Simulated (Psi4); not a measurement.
**U-wB97X-D/6-31G(d) (spherical functions, sweep point 4) run of LiO (lithium monoxide)**

We compute a geometry optimisation of LiO (lithium monoxide). Input form: a Python script.

The results are computed with Psi4 1.11.

17 further runs of the same task are left out: 5 that didn't finish, 12 set aside as unsound or not needed.

## Step 1: The system as given

LiO: 2 atoms, total charge 0, spin state doublet. SMILES: `[Li][O]`. The coordinates come from a PBE0-D4/def2-TZVP relaxation. The run starts from this shape.

Bond lengths: Li1–O2 1.681 Å.

## Step 2: A geometry optimisation at U-wB97X-D/6-31G(d) (spherical functions, sweep point 4)

The input, run.py:

```python
import psi4

psi4.set_memory('1600 MB')
psi4.set_num_threads(1)
psi4.set_output_file('output.dat', False)

geom = psi4.geometry("""
0 2
Li     0.000000     0.000000    -0.057440
O      0.000000     0.000000     1.623240
units angstrom
symmetry c1
""")

psi4.set_options({
    'basis': '6-31G*',
    'reference': 'uks',
    'puream': True,
    'scf_type': 'pk',
    'dft_radial_points': 50,
    'dft_spherical_points': 194,
    'g_convergence': 'gau_tight',
    'geom_maxiter': 50,
    'maxiter': 100,
})

result = psi4.optimize("wb97x-d")
print(f'total energy {result:.8f} hartree = {result * 27.211386:.5f} eV')
print(geom.to_string(dtype='xyz', units='Angstrom'))
for k, v in sorted(psi4.core.scalar_variables().items()):
    print(f'{k:45s} {v:18.10f}')
```

Launch:

```sh
$ python run.py
```

output.dat:

```text
[...]
  Running in c1 symmetry.
[...]
  Nuclear repulsion =    7.556615807934884
[...]
  Multiplicity = 2
[...]
  Nalpha       = 6
  Nbeta        = 5
[...]
    Number of basis functions: 28
[...]
   @UKS iter   1:   -82.53076545532079   -6.43847e-01   1.78156e-02 ADIIS/DIIS
[...]
   @UKS iter   5:   -82.64991681016080   -5.40012e-13   8.78469e-09 DIIS
[...]
   @S^2 Observed:                7.543268748E-01
[...]
    Orbital Energies [Eh]
    ---------------------
    Alpha Occupied:
       1A    -19.187630     2A     -2.093254     3A     -0.913489
       4A     -0.362232     5A     -0.314342     6A     -0.298385
    Alpha Virtual:
       7A      0.000885     8A      0.069415     9A      0.072410
      10A      0.116002    11A      0.197007    12A      0.215278
      13A      0.216114    14A      0.346128    15A      0.551189
      16A      0.552294    17A      0.599524    18A      0.605068
      19A      0.731368    20A      1.147649    21A      1.185016
      22A      1.189871    23A      1.714859    24A      1.949048
      25A      1.973280    26A      1.996557    27A      2.076453
[...]
  @UKS Final Energy:   -82.64991681016080
   => Energetics <=
    Nuclear Repulsion Energy =              7.4298646300720295
    One-Electron Energy =                -129.3586816820068179
    Two-Electron Energy =                  46.5672613556851118
    DFT Exchange-Correlation Energy =      -7.2882058394362197
    Empirical Dispersion Energy =          -0.0001552744749204
    VV10 Nonlocal Energy =                  0.0000000000000000
    Total Energy =                        -82.6499168101608035
[...]
 Multipole Moments:
 ------------------------------------------------------------------------------------
     Multipole            Electronic (a.u.)      Nuclear  (a.u.)        Total (a.u.)
 ------------------------------------------------------------------------------------
 L = 1.  Multiply by 2.5417464519 to convert [e a0] to [Debye]
 Dipole X            :          0.0000000            0.0000000            0.0000000
 Dipole Y            :         -0.0000000            0.0000000           -0.0000000
 Dipole Z            :         -3.6180156            1.1431309           -2.4748847
 Magnitude           :                                                    2.4748847
[...]
  -Total Gradient:
     Atom            X                  Y                   Z
    ------   -----------------  -----------------  -----------------
       1        0.000000000000    -0.000000000000     0.000464021461
       2       -0.000000000000     0.000000000000     0.000462733996
[...]
    Final optimized geometry and variables:
    Molecular point group: c1
    Full point group: C_inf_v
    Geometry (in Angstrom), charge = 0, multiplicity = 2:
    LI           0.000000000000     0.000000000000    -1.188172382824
    O            0.000000000000     0.000000000000     0.521179494823
[...]
```

On the terminal:

```text
Optimizer: Optimization complete!
total energy -82.64991681 hartree = -2249.01879 eV
2
0 2 LiO
Li                    0.000000000000     0.000000000000    -1.188172382824
O                     0.000000000000     0.000000000000     0.521179494823

CURRENT ENERGY                                    -82.6499168102
CURRENT REFERENCE ENERGY                          -82.6499168102
DD SOLVATION ENERGY                                 0.0000000000
DFT FUNCTIONAL TOTAL ENERGY                       -82.6497615357
DFT TOTAL ENERGY                                  -82.6499168102
DFT VV10 ENERGY                                     0.0000000000
DFT XC ENERGY                                      -7.2882058394
DISPERSION CORRECTION ENERGY                       -0.0001552745
GRID ELECTRONS ALPHA                                5.9999653043
GRID ELECTRONS BETA                                 4.9999901468
GRID ELECTRONS TOTAL                               10.9999554511
NUCLEAR REPULSION ENERGY                            7.4298646301
ONE-ELECTRON ENERGY                              -129.3586816820
OPTIMIZATION ITERATIONS                             5.0000000000
PCM POLARIZATION ENERGY                             0.0000000000
PE ENERGY                                           0.0000000000
SCF ITERATION ENERGY                              -82.6499168102
SCF ITERATIONS                                      5.0000000000
SCF TOTAL ENERGY                                  -82.6499168102
TWO-ELECTRON ENERGY                                46.5672613557
WB97X-D DISPERSION CORRECTION ENERGY               -0.0001552745
XC GRID RADIAL POINTS                              50.0000000000
XC GRID SPHERICAL POINTS                          194.0000000000
XC GRID TOTAL POINTS                            18841.0000000000
```

It took 8.1 s on 1 thread of Intel Xeon at 2.70GHz, shared host; peak memory 0.24 GiB.

Steps, from the record of the run:

| step | energy from the first frame kept (eV) | largest force (eV/Å) |
| --- | --- | --- |
| 0 | 0.0000 | 0.3921 |
| 1 | -0.0054 | 0.1156 |
| 2 | -0.0058 | 0.0302 |
| 3 | -0.0058 | 0.0243 |
| 4 | -0.0058 | 0.0239 |

After the run. Bond lengths: Li1–O2 1.709 Å.

## Step 3: Outcome

At U-wB97X-D/6-31G* (spherical functions, sweep point 4):

```
                          quantity         value
           total energy at the end  -82.64992 Eh
                     dipole moment        6.29 D
HOMO energy (highest over α and β)      -7.30 eV
 LUMO energy (lowest over α and β)       0.02 eV
                       bond length       1.709 Å
                 dispersion energy  -0.41 kJ/mol
                              ⟨S²⟩         0.754
```

What this shows: At the final geometry: Bond lengths: Li1–O2 1.709 Å. The optimisation took 5 steps and changed the energy by -0.006 eV.
